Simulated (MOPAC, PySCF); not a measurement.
Bond stretch in HF, singlet.

- PM7, restricted, heats of formation (MOPAC)
- RHF/LANL2DZ = restricted Hartree-Fock/LANL2DZ (PySCF)
- RCCSD(T) = CCSD(T) on RHF/cc-pVDZ, 1 core orbital frozen (PySCF)
- NEVPT2 = SC-NEVPT2 on CASSCF(8,5)/cc-pVDZ, all electrons correlated (PySCF 2.14.0)

Energies are in kcal/mol, each relative to the lowest point of its own curve near equilibrium.

| R / Å | PM7 | RHF/LANL2DZ | RCCSD(T) | NEVPT2 |
|---|---|---|---|---|
| 0.69 | 47.4 | 71.4 | 69.8 | 74.4 |
| 0.73 | 26.7 | 43.2 | 42.2 | 44.9 |
| 0.79 | 9.2 | 17.0 | 16.6 | 17.9 |
| 0.82 | 4.4 | 9.3 | 9.0 | 9.8 |
| 0.87 | 0.4 | 2.0 | 2.0 | 2.4 |
| 0.89 | 0.0 | 0.7 | 0.7 | 0.9 |
| 0.92 | 0.3 | 0.0 | 0.0 | 0.0 |
| 0.95 | 1.7 | 0.6 | 0.6 | 0.4 |
| 0.98 | 3.9 | 2.3 | 2.2 | 1.9 |
| 1.02 | 7.8 | 5.8 | 5.5 | 5.1 |
| 1.08 | 15.4 | 13.0 | 12.4 | 11.9 |
| 1.15 | 26.0 | 23.3 | 22.0 | 21.6 |
| 1.24 | 40.7 | 38.1 | 35.6 | 35.5 |
| 1.37 | 62.3 | 60.2 | 55.0 | 55.5 |
| 1.50 | 82.3 | 81.6 | 72.4 | 73.8 |
| 1.66 | 103.7 | 106.0 | 89.9 | 92.3 |
| 1.85 | 124.5 | 131.8 | 104.5 | 108.0 |
| 2.02 | 139.4 | 151.8 | 112.3 | — |
| 2.27 | 156.7 | 176.5 | 116.7 | — |
| 2.46 | 166.9 | 191.9 | 116.3 | — |
| 2.77 | 179.5 | 212.0 | 112.8 | — |
| 3.26 | 192.7 | 233.7 | 106.4 | — |
| 3.66 | 199.9 | 245.2 | 103.0 | — |

At the longest distance, 3.66 Å, RHF/LANL2DZ lies highest above its minimum (245.2 kcal/mol) and RCCSD(T) lowest (103.0 kcal/mol).

The RCCSD(T) curve passes through a maximum at 2.27 Å and then falls by 13.7 kcal/mol up to the last usable point.

A dash means that the run gave no value there, or that the column was ended at a point which the program doubted or which failed a test of continuity chosen for this set; such a test can also cut sound points.

The restricted form behind PM7, RHF/LANL2DZ keeps the bonding electrons paired and can't separate into open-shell fragments. The T1 diagnostic of CCSD on the restricted reference of RCCSD(T) exceeds 0.045 at 2.02 to 3.66 Å. The natural occupations jump between 1.85 and 2.02 Å in the active space behind NEVPT2.
